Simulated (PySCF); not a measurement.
# CH₅SSi−: NMR shifts and electronic excitations in gas and solvents

Aim: compute the NMR shifts and electronic excitations of CH₅SSi− (`CS[SiH2-]`), and see what a dielectric continuum does where one was used.

The runs use PySCF 2.14.0, with density-fitted response routines of our own; the level of theory stands in each step. All values are computed, except where a source is named. Atoms are numbered from 0 throughout.

## 1. The starting structure

8 atoms, charge -1, multiplicity 1; geometry from: GFN2-xTB.

Bonds of the start (Å): C0–S1 1.81, S1–Si2 2.23, C0–H3 1.09, C0–H4 1.09, C0–H5 1.09, Si2–H6 1.49, Si2–H7 1.48.

## 2. Geometry optimisation at PBE0-D3(BJ)/def2-SVP

Job settings and geometry (Å):

```
{"job": {"xc": "PBE0", "basis": "def2-SVP", "d3": "d3bj", "grid": 1, "kind": "geom"}, "charge": -1, "multiplicity": 1}
C     -1.346951    -0.124450     0.067256
S     -0.037717     0.111894    -1.155800
Si     1.566684     0.401255     0.358590
H     -1.152831    -1.037244     0.631927
H     -2.305098    -0.212293    -0.447941
H     -1.363538     0.722742     0.753667
H      2.143533    -0.966734     0.301100
H      2.504977     1.114243    -0.533365
```

Log:

```text
step   0  E = -728.25418004  max force = 0.023646
step   1  E = -728.25986097  max force = 0.006880
step   2  E = -728.26037727  max force = 0.001480
step   3  E = -728.26052439  max force = 0.000808
step   4  E = -728.26058313  max force = 0.001196
step   5  E = -728.26065872  max force = 0.001201
step   6  E = -728.26068234  max force = 0.000940
step   7  E = -728.26068627  max force = 0.000334
optimisation converged
```

Run time: 12 s. Hardware: 1 thread, shared host.

Step by step:

```
step  energy from step 0 (eV)  largest force component (eV/Å)
   0                   0.0000                          1.2159
   1                  -0.1546                          0.3538
   2                  -0.1686                          0.0761
   3                  -0.1726                          0.0415
   4                  -0.1742                          0.0615
   5                  -0.1763                          0.0618
   6                  -0.1769                          0.0483
   7                  -0.1770                          0.0172
```

Distances of close pairs at the start and the end, largest changes first:

```
  bond  before (Å)  after (Å)  change (Å)
Si2–H7       1.478      1.549      +0.071
Si2–H6       1.486      1.552      +0.066
S1–Si2       2.225      2.273      +0.048
 C0–H3       1.091      1.104      +0.013
 C0–H4       1.091      1.104      +0.012
 C0–H5       1.090      1.102      +0.012
 C0–S1       1.807      1.818      +0.011
```

The end geometry stands in the next job.

```
                         at the end point                 value
  point group (found at 0.08 Å tolerance)                    C1
rotational constants (GHz, main isotopes)  14.930, 3.934, 3.280
```

## 3. NMR shieldings: PBE0/pcSseg-1 in cyclohexane

Job settings and geometry (Å):

```
{"job": {"kind": "nmr", "xc": "PBE0", "basis": "pcSseg-1", "solvent": "cyclohexane", "pop": true}, "charge": -1, "multiplicity": 1}
C     -1.433863    -0.125541     0.077416
S      0.000293    -0.115926    -1.040066
Si     1.672305     0.325680     0.435501
H     -1.468811    -1.033467     0.703778
H     -2.357510    -0.090126    -0.526050
H     -1.416424     0.745575     0.752796
H      2.544602    -0.918061     0.117399
H      2.468497     1.221251    -0.545272
```

Level: GIAO PBE0/pcSseg-1 NMR shielding, non-relativistic, IEF-PCM cyclohexane.

Log:

```text
coarse grid: 7440 points
cycle   1  E = -728.4665037186  dE = -2.003e-01  |g| = 2.769e-01  |ddm| = 2.456e+00
cycle   2  E = -728.4787085257  dE = -1.220e-02  |g| = 2.585e-01  |ddm| = 1.020e+00
cycle   3  E = -728.4979207014  dE = -1.921e-02  |g| = 3.176e-02  |ddm| = 3.890e-01
cycle   4  E = -728.4981650997  dE = -2.444e-04  |g| = 1.399e-02  |ddm| = 7.519e-02
cycle   5  E = -728.4982220183  dE = -5.692e-05  |g| = 3.554e-03  |ddm| = 2.257e-02
cycle   6  E = -728.4982249328  dE = -2.914e-06  |g| = 1.196e-03  |ddm| = 5.150e-03
final grid: 61744 points
cycle   7  E = -728.5173152439  dE = -8.583e-06  |g| = 4.437e-03  |ddm| = 1.292e-02
cycle   8  E = -728.5173123456  dE =  2.898e-06  |g| = 5.478e-03  |ddm| = 7.790e-03
cycle   9  E = -728.5173197726  dE = -7.427e-06  |g| = 3.083e-04  |ddm| = 4.640e-03
cycle  10  E = -728.5173197953  dE = -2.279e-08  |g| = 6.523e-05  |ddm| = 4.071e-04
cycle  11  E = -728.5173197965  dE = -1.185e-09  |g| = 2.136e-05  |ddm| = 1.301e-04
cycle  12  E = -728.5173197967  dE = -1.547e-10  |g| = 3.580e-06  |ddm| = 3.589e-05
converged SCF energy = -728.5173197967

GIAO shielding tensors (ppm)
atom      isotropic    diamagn.    paramagn.     s11        s22        s33       span
  0 C      159.462     248.847     -89.385    134.678    157.672    186.034     51.356
  1 S      723.875    1057.437    -333.562    554.603    693.723    923.298    368.694
  2 Si     417.466     877.180    -459.715    279.931    416.804    555.662    275.732
  3 H       29.761      29.944      -0.183     24.524     27.611     37.149     12.625
  4 H       29.657      29.599       0.059     23.869     26.999     38.104     14.235
  5 H       30.072      29.764       0.308     25.768     28.157     36.290     10.523
  6 H       27.196      29.583      -2.387     22.441     26.171     32.975     10.534
  7 H       27.180      29.708      -2.528     22.948     25.844     32.747      9.798
```

Run time: 4.8 s. Hardware: 1 thread, shared host.

The references, computed at this level on geometries of the same kind, shield at (ppm): 1H TMS 31.26, 13C TMS 184.8, 29Si TMS 351.9, 33S CS2 496. Their shielding less the atom's gives the shift. The references are single molecules in the same continuum. Atoms listed in one row are averaged.

```
     atoms                              environment  σ (ppm)  δ (ppm)
        C0                methyl carbon bonded to S    159.5     25.4
    H6, H7        hydrogen on a silicon bonded to S    27.19     4.07
H3, H4, H5  hydrogen on a methyl carbon bonded to S    29.83     1.43
        S1                   sulfur bonded to C, Si      724     -228
       Si2                 silicon bonded to S, 2 H    417.5    -65.5
```

Charges from the same density, by scheme (e):

```
atoms  Mulliken    IAO  Hirshfeld  ESP fit
   C0     -0.39  -0.49      -0.15    -0.17
   S1     -0.48  -0.29      -0.27    -0.37
  Si2     -0.11  -0.27      -0.26    -0.68
```

Mayer bond orders: C0–S1 0.99, S1–Si2 0.78.

## 4. Shielding tensors: PBE0/pcSseg-1 in dichloromethane

The job, as its differences from that of step 3:

```diff
@@ -1,2 +1,2 @@
-{"job": {"kind": "nmr", "xc": "PBE0", "basis": "pcSseg-1", "solvent": "cyclohexane", "pop": true}, "charge": -1, "multiplicity": 1}
+{"job": {"kind": "nmr", "xc": "PBE0", "basis": "pcSseg-1", "solvent": "dichloromethane", "pop": false}, "charge": -1, "multiplicity": 1}
 C     -1.433863    -0.125541     0.077416
```

Method: GIAO PBE0/pcSseg-1 NMR shielding, non-relativistic, IEF-PCM dichloromethane.

Log:

```text
coarse grid: 7440 points
cycle   1  E = -728.5040800266  dE = -2.377e-01  |g| = 2.676e-01  |ddm| = 2.455e+00
cycle   2  E = -728.5161760608  dE = -1.210e-02  |g| = 2.453e-01  |ddm| = 9.415e-01
cycle   3  E = -728.5330098757  dE = -1.683e-02  |g| = 3.025e-02  |ddm| = 3.469e-01
cycle   4  E = -728.5332228663  dE = -2.130e-04  |g| = 1.377e-02  |ddm| = 6.743e-02
cycle   5  E = -728.5332751709  dE = -5.230e-05  |g| = 3.411e-03  |ddm| = 1.936e-02
cycle   6  E = -728.5332779421  dE = -2.771e-06  |g| = 1.063e-03  |ddm| = 5.351e-03
final grid: 61744 points
cycle   7  E = -728.5523526667  dE = -8.305e-06  |g| = 4.676e-03  |ddm| = 1.317e-02
cycle   8  E = -728.5523496411  dE =  3.026e-06  |g| = 5.738e-03  |ddm| = 8.081e-03
cycle   9  E = -728.5523577740  dE = -8.133e-06  |g| = 2.659e-04  |ddm| = 4.634e-03
cycle  10  E = -728.5523577894  dE = -1.533e-08  |g| = 6.485e-05  |ddm| = 3.232e-04
cycle  11  E = -728.5523577905  dE = -1.153e-09  |g| = 1.778e-05  |ddm| = 1.189e-04
cycle  12  E = -728.5523577906  dE = -1.052e-10  |g| = 2.693e-06  |ddm| = 2.878e-05
converged SCF energy = -728.5523577906

GIAO shielding tensors (ppm)
atom      isotropic    diamagn.    paramagn.     s11        s22        s33       span
  0 C      160.292     249.087     -88.795    134.880    158.975    187.020     52.140
  1 S      738.685    1057.745    -319.059    577.514    713.278    925.263    347.749
  2 Si     420.836     877.289    -456.452    288.258    418.279    555.973    267.715
  3 H       29.578      29.656      -0.077     24.326     27.355     37.054     12.729
  4 H       29.409      29.169       0.240     23.573     26.604     38.049     14.475
  5 H       29.994      29.590       0.404     25.544     28.064     36.374     10.830
  6 H       27.327      29.719      -2.392     22.559     26.301     33.121     10.562
  7 H       27.315      29.842      -2.527     23.051     26.004     32.891      9.840
```

Run time: 3.3 s. Hardware: 1 thread, shared host.

Key values: δ C0 25.0, S1 -243, Si2 -69.0, H6 3.92, H3 1.58 ppm (means over like atoms).

## 5. Ultraviolet spectrum: B3LYP/def2-SVPD

The job, as its differences from that of step 4:

```diff
@@ -1,2 +1,2 @@
-{"job": {"kind": "nmr", "xc": "PBE0", "basis": "pcSseg-1", "solvent": "dichloromethane", "pop": false}, "charge": -1, "multiplicity": 1}
+{"job": {"kind": "uv", "xc": "B3LYP", "basis": "def2-SVPD", "dynamic": true, "nstates": 6, "ntriplets": 0}, "charge": -1, "multiplicity": 1}
 C     -1.433863    -0.125541     0.077416
```

Method: TDDFT B3LYP/def2-SVPD, vertical, gas phase, core orbitals frozen in the response.

Log:

```text
coarse grid: 7440 points
cycle   1  E = -728.5049563155  dE = -1.610e-01  |g| = 3.089e-01  |ddm| = 2.932e+00
cycle   2  E = -728.5010291835  dE =  3.927e-03  |g| = 3.699e-01  |ddm| = 2.169e+00
cycle   3  E = -728.5481142062  dE = -4.709e-02  |g| = 3.927e-02  |ddm| = 9.262e-01
cycle   4  E = -728.5486527161  dE = -5.385e-04  |g| = 1.820e-02  |ddm| = 1.307e-01
cycle   5  E = -728.5487860096  dE = -1.333e-04  |g| = 3.953e-03  |ddm| = 5.548e-02
cycle   6  E = -728.5487912599  dE = -5.250e-06  |g| = 1.098e-03  |ddm| = 8.869e-03
final grid: 61744 points
cycle   7  E = -728.6279949058  dE = -8.955e-06  |g| = 2.088e-03  |ddm| = 3.827e-02
cycle   8  E = -728.6279939930  dE =  9.128e-07  |g| = 2.742e-03  |ddm| = 8.049e-03
cycle   9  E = -728.6279961962  dE = -2.203e-06  |g| = 2.357e-04  |ddm| = 4.239e-03
cycle  10  E = -728.6279962142  dE = -1.796e-08  |g| = 7.868e-05  |ddm| = 5.396e-04
cycle  11  E = -728.6279962162  dE = -2.055e-09  |g| = 1.679e-05  |ddm| = 1.776e-04
cycle  12  E = -728.6279962163  dE = -9.686e-11  |g| = 4.231e-06  |ddm| = 4.266e-05
converged SCF energy = -728.6279962163

Static polarisability (au): isotropic 97.206, principal 78.259 93.321 120.038

Singlet excitations
state   eV       nm        f      main configurations
  1   3.6707    337.8   0.13007   H->L 0.98
  2   4.0003    309.9   0.11302   H->L+1 0.92
  3   4.1548    298.4   0.02744   H->L+2 0.91
  4   4.3303    286.3   0.01015   H-1->L 0.98
  5   4.5393    273.1   0.04096   H->L+3 0.96
  6   4.6703    265.5   0.04326   H->L+4 0.99
```

It took 5.3 s on 1 thread, shared host.

The orbitals next to the gap, with their largest atomic shares:

```
orbital     eV                       atoms
 HOMO−3  -3.39  Si2 39 %, H7 23 %, H6 22 %
 HOMO−2  -2.94  S1 50 %, Si2 22 %, C0 10 %
 HOMO−1  -1.26   S1 66 %, C0 10 %, Si2 9 %
   HOMO  -0.25  Si2 61 %, S1 17 %, H6 10 %
   LUMO   3.97   S1 42 %, C0 18 %, H4 14 %
 LUMO+1   4.51   S1 46 %, Si2 22 %, H3 6 %
 LUMO+2   4.69   Si2 45 %, S1 36 %, H7 7 %
```

With each of the 6 states as a Gaussian band of 0.4 eV half-width at 1/e, the curve within the window shown has maxima at 319 nm (ε 9,100) L/(mol cm). Beyond the last state computed it falls off for lack of states. The curve at chosen wavelengths:

```tsv
nm	ε (L/mol/cm)
249	1580
255	2491
261	3400
267	4177
274	4905
280	5482
286	6119
292	6845
298	7605
304	8299
311	8889
317	9124
323	9074
329	8744
335	8167
341	7399
348	6349
354	5398
360	4464
366	3597
372	2827
378	2172
385	1555
391	1143
397	826
403	587
```

Further results of this job:

```
           property  computed
polarisability (Å³)     14.40
 HOMO–LUMO gap (eV)      4.22
      −ε(HOMO) (eV)      0.25
C6 with itself (au)      2358
```

## 6. TDDFT and polarisability: B3LYP/def2-SVPD in cyclohexane

The job, as its differences from that of step 5:

```diff
@@ -1,2 +1,2 @@
-{"job": {"kind": "uv", "xc": "B3LYP", "basis": "def2-SVPD", "dynamic": true, "nstates": 6, "ntriplets": 0}, "charge": -1, "multiplicity": 1}
+{"job": {"kind": "uv", "xc": "B3LYP", "basis": "def2-SVPD", "solvent": "cyclohexane", "nstates": 6, "ntriplets": 0}, "charge": -1, "multiplicity": 1}
 C     -1.433863    -0.125541     0.077416
```

With the program's defaults for keys left out, this is: TDDFT B3LYP/def2-SVPD, vertical, IEF-PCM cyclohexane (non-equilibrium linear response), core orbitals frozen in the response.

Log:

```text
coarse grid: 7440 points
cycle   1  E = -728.5528793332  dE = -2.087e-01  |g| = 2.960e-01  |ddm| = 2.933e+00
cycle   2  E = -728.5534076844  dE = -5.284e-04  |g| = 3.363e-01  |ddm| = 1.671e+00
cycle   3  E = -728.5908544345  dE = -3.745e-02  |g| = 3.622e-02  |ddm| = 6.943e-01
cycle   4  E = -728.5913036485  dE = -4.492e-04  |g| = 1.537e-02  |ddm| = 1.070e-01
cycle   5  E = -728.5913886431  dE = -8.499e-05  |g| = 4.025e-03  |ddm| = 4.132e-02
cycle   6  E = -728.5913938451  dE = -5.202e-06  |g| = 9.972e-04  |ddm| = 8.299e-03
final grid: 61744 points
cycle   7  E = -728.6705852871  dE = -9.037e-06  |g| = 1.942e-03  |ddm| = 3.665e-02
cycle   8  E = -728.6705845501  dE =  7.370e-07  |g| = 2.504e-03  |ddm| = 6.625e-03
cycle   9  E = -728.6705863692  dE = -1.819e-06  |g| = 1.810e-04  |ddm| = 3.660e-03
cycle  10  E = -728.6705863791  dE = -9.910e-09  |g| = 6.782e-05  |ddm| = 3.949e-04
cycle  11  E = -728.6705863806  dE = -1.441e-09  |g| = 1.882e-05  |ddm| = 1.316e-04
cycle  12  E = -728.6705863807  dE = -1.061e-10  |g| = 4.149e-06  |ddm| = 3.983e-05
converged SCF energy = -728.6705863807

Static polarisability (au): isotropic 109.043, principal 88.732 105.103 133.294

Singlet excitations
state   eV       nm        f      main configurations
  1   3.9480    314.0   0.22134   H->L 0.92
  2   4.2764    289.9   0.13150   H->L+1 0.78, H->L+2 0.16
  3   4.4749    277.1   0.01684   H->L+2 0.82, H->L+1 0.15
  4   4.6387    267.3   0.01826   H-1->L 0.98
  5   4.9211    251.9   0.05617   H->L+3 0.96
  6   5.0157    247.2   0.11507   H->L+4 0.96
```

Run time: 4.6 s. Hardware: 1 thread, shared host.

Key values: HOMO -2.52 eV, LUMO 2.14 eV; lowest singlet 3.95 eV.

## 7. Excited states and response: B3LYP/def2-SVPD in dichloromethane

The job, as its differences from that of step 6:

```diff
@@ -1,2 +1,2 @@
-{"job": {"kind": "uv", "xc": "B3LYP", "basis": "def2-SVPD", "solvent": "cyclohexane", "nstates": 6, "ntriplets": 0}, "charge": -1, "multiplicity": 1}
+{"job": {"kind": "uv", "xc": "B3LYP", "basis": "def2-SVPD", "solvent": "dichloromethane", "nstates": 6, "ntriplets": 0}, "charge": -1, "multiplicity": 1}
 C     -1.433863    -0.125541     0.077416
```

Level: TDDFT B3LYP/def2-SVPD, vertical, IEF-PCM dichloromethane (non-equilibrium linear response), core orbitals frozen in the response.

Log:

```text
coarse grid: 7440 points
cycle   1  E = -728.5908149971  dE = -2.465e-01  |g| = 2.864e-01  |ddm| = 2.934e+00
cycle   2  E = -728.5936114736  dE = -2.796e-03  |g| = 3.141e-01  |ddm| = 1.470e+00
cycle   3  E = -728.6252302379  dE = -3.162e-02  |g| = 3.394e-02  |ddm| = 6.120e-01
cycle   4  E = -728.6256013325  dE = -3.711e-04  |g| = 1.430e-02  |ddm| = 8.993e-02
cycle   5  E = -728.6256684251  dE = -6.709e-05  |g| = 4.078e-03  |ddm| = 3.605e-02
cycle   6  E = -728.6256737074  dE = -5.282e-06  |g| = 9.033e-04  |ddm| = 9.039e-03
final grid: 61744 points
cycle   7  E = -728.7048505999  dE = -9.002e-06  |g| = 2.168e-03  |ddm| = 3.565e-02
cycle   8  E = -728.7048497037  dE =  8.962e-07  |g| = 2.796e-03  |ddm| = 7.084e-03
cycle   9  E = -728.7048519240  dE = -2.220e-06  |g| = 1.610e-04  |ddm| = 3.820e-03
cycle  10  E = -728.7048519311  dE = -7.074e-09  |g| = 6.925e-05  |ddm| = 3.502e-04
cycle  11  E = -728.7048519326  dE = -1.464e-09  |g| = 1.645e-05  |ddm| = 1.461e-04
cycle  12  E = -728.7048519327  dE = -8.379e-11  |g| = 2.640e-06  |ddm| = 4.459e-05
converged SCF energy = -728.7048519327

Static polarisability (au): isotropic 129.852, principal 108.679 126.919 153.957

Singlet excitations
state   eV       nm        f      main configurations
  1   4.1522    298.6   0.20869   H->L 0.95
  2   4.5103    274.9   0.15199   H->L+1 0.94
  3   4.7978    258.4   0.00729   H->L+2 0.64, H-1->L 0.32
  4   4.8395    256.2   0.03156   H-1->L 0.66, H->L+2 0.29
  5   5.1631    240.1   0.13683   H->L+3 0.94
  6   5.3489    231.8   0.05979   H->L+4 0.95
```

It took 4.7 s on 1 thread, shared host.

This run: HOMO -4.31 eV, LUMO 0.62 eV; lowest singlet 4.15 eV.

## 8. Comparing the runs: NMR shifts

Shifts (ppm), means over like atoms, with basis size and wall time:

```
                             run    C0    H6    H3    S1    Si2  functions   time
    PBE0/pcSseg-1 in cyclohexane  25.4  4.07  1.43  -228  -65.5         90  4.8 s
PBE0/pcSseg-1 in dichloromethane  25.0  3.92  1.58  -243  -69.0         90  3.3 s
```

The continuum's effect on the ground state:

```
        solvent     ε  polarisation energy (Eh)
    cyclohexane  2.02                   -0.0443
dichloromethane  8.93                   -0.0806
```

## 9. Side by side: electronic excitations

Excitations and ground-state properties, with basis size and wall time:

```
                               run  lowest singlet (eV)  brightest (eV)      f  gap (eV)  α (Å³)  functions   time
                   B3LYP/def2-SVPD                 3.67            3.67  0.130      4.22   14.40        111  5.3 s
    B3LYP/def2-SVPD in cyclohexane                 3.95            3.95  0.221      4.66   16.16        111  4.6 s
B3LYP/def2-SVPD in dichloromethane                 4.15            4.15  0.209      4.93   19.24        111  4.7 s
```

The continuum's effect on the ground state:

```
        solvent     ε  polarisation energy (Eh)
    cyclohexane  2.02                   -0.0431
dichloromethane  8.93                   -0.0792
```

## 10. Results

| quantity | value |
| --- | --- |
| point group | C1 |
| rotational constants (main isotopes) | 14.93, 3.93, 3.28 GHz |
| 13C shifts against TMS (PBE0/pcSseg-1, cyclohexane) | 25.4 ppm |
| 1H shifts against TMS (PBE0/pcSseg-1, cyclohexane, means over atoms taken as alike) | 4.07, 1.43 ppm |
| 33S shifts against CS2 (PBE0/pcSseg-1, cyclohexane) | -228 ppm |
| 29Si shifts against TMS (PBE0/pcSseg-1, cyclohexane) | -65.5 ppm |
| lowest singlet (B3LYP/def2-SVPD) | 3.67 eV (338 nm), f = 0.130 |
| range of the shift of S1 | -243 to -228 ppm |
| range of the lowest singlet | 3.67 to 4.15 eV |

In words: Over 7 steps the energy fell by 0.177 eV; of the close pairs, Si2–H7 changed most, 1.478 to 1.549 Å. No frequency check was run at this level, so the end point may be a saddle. At PBE0/pcSseg-1: The widest tensor belongs to S1: span 369 ppm, with a paramagnetic part of -334 ppm. The first singlet state (HOMO→LUMO 0.98) lies at 3.67 eV and is bright. The lowest singlet lies above −ε(HOMO); no detachment energy was computed, so the anion's states may not be bound. In ppm, S1 moves most: its shift spreads over 15 ppm, from -243 (PBE0/pcSseg-1 in dichloromethane) to -228 (PBE0/pcSseg-1 in cyclohexane). The continuum holds electrostatics alone: no hydrogen bonds to the solvent, and the gas-phase geometry is kept. The lowest singlet runs from 3.67 eV (B3LYP/def2-SVPD) to 4.15 eV (B3LYP/def2-SVPD in dichloromethane), while the orbital gap spans 4.22 to 4.93 eV. The lowest state need not be the same one in every run.
